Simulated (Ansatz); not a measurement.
Geometry optimisation, RKS PBE-D4/def2-SVP (Ansatz).

The input (input.yaml):

```yaml
crystal:
  periodic: [false, false, false]
  atoms:
    - { symbol: O, position_ang: [-1.4194, -0.3524, 1.7251] }
    - { symbol: C, position_ang: [-0.5246, -0.9194, 0.8484] }
    - { symbol: C, position_ang: [0.3664, 0.1351, 0.3115] }
    - { symbol: C, position_ang: [1.1695, -0.0382, -1.0018] }
    - { symbol: C, position_ang: [0.0081, 0.9724, -0.8767] }
    - { symbol: H, position_ang: [-1.9042, 0.4088, 1.1981] }
    - { symbol: H, position_ang: [0.0661, -1.6584, 1.4273] }
    - { symbol: H, position_ang: [-1.0229, -1.4182, 0.044] }
    - { symbol: H, position_ang: [0.9622, 0.6252, 1.1668] }
    - { symbol: H, position_ang: [2.1199, 0.304, -1.0616] }
    - { symbol: H, position_ang: [0.8731, -0.9368, -1.5614] }
    - { symbol: H, position_ang: [-0.9188, 0.7915, -1.3374] }
    - { symbol: H, position_ang: [0.245, 2.0517, -0.8674] }
basis:
  gaussian: { orbitals: def2-SVP }
hamiltonian:
  xc: pbe
  dispersion: d4
relax:
  f_tol: 0.015
  max_steps: 40
```

Command:

```bash
$ ansatz run input.yaml --threads 2 --pin off --max-ram 3072MiB --backend cpu --events-out ev --progress --plain --runs-dir out
```

Task: Where does it end, and by what steps?

Result: The forces met the threshold. After 6 steps the energy has fallen by 0.558 eV; O1 moved furthest, 0.09 Å.

```tsv
step	energy less start (eV)	largest force component (eV/Å)	accepted
0	0.0000	5.312	yes
1	-0.4926	1.719	yes
2	-0.5527	0.234	yes
3	-0.5569	0.067	yes
4	-0.5578	0.028	yes
5	-0.5578	0.030	no
6	-0.5579	0.007	yes
```

```xyz
13
Properties=species:S:1:pos:R:3
O -1.505 -0.368 1.737
C -0.529 -0.899 0.860
C 0.424 0.150 0.333
C 1.114 -0.038 -0.995
C 0.017 0.992 -0.862
H -1.920 0.378 1.265
H 0.027 -1.664 1.443
H -0.988 -1.437 -0.012
H 0.994 0.670 1.123
H 2.154 0.309 -1.097
H 0.891 -0.957 -1.563
H -0.950 0.772 -1.346
H 0.292 2.058 -0.871
```

Whether the end is a true minimum wasn't checked by a vibrational analysis.

The run took 11 s on 2 threads of Intel(R) Xeon(R) Platinum 8488C (Sapphire Rapids) (shared host), peak memory 0.16 GiB.
